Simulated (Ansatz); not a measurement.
Reactions of `C1=NCOC1`.

Calculated with Ansatz (gas phase, PBE0-D4/def2-TZVP geometries, no zero-point term in ΔE). CCSD(T)/CBS adds triple-zeta CCSD(T) − MP2 to the extrapolated MP2 energy (def2 sets, frozen cores). One conformer a species, not always the lowest.

Task: Order these by ΔE at CCSD(T)/CBS, lowest first. (An estimate is asked.)
A. `C1=NCOC1` → `N=CC1CO1`
B. `C1=NCOC1` → `CC(N)=C=O`
C. `C1=NCOC1` → `CC1(O)C=N1`
D. `C1=NCOC1` → `C1=NCCO1`

Result: D (-32.5 kJ/mol), B (+27.9 kJ/mol), A (+84.2 kJ/mol), C (+97.7 kJ/mol).

Largest T1 diagnostic: 0.015, for `CC(N)=C=O`.
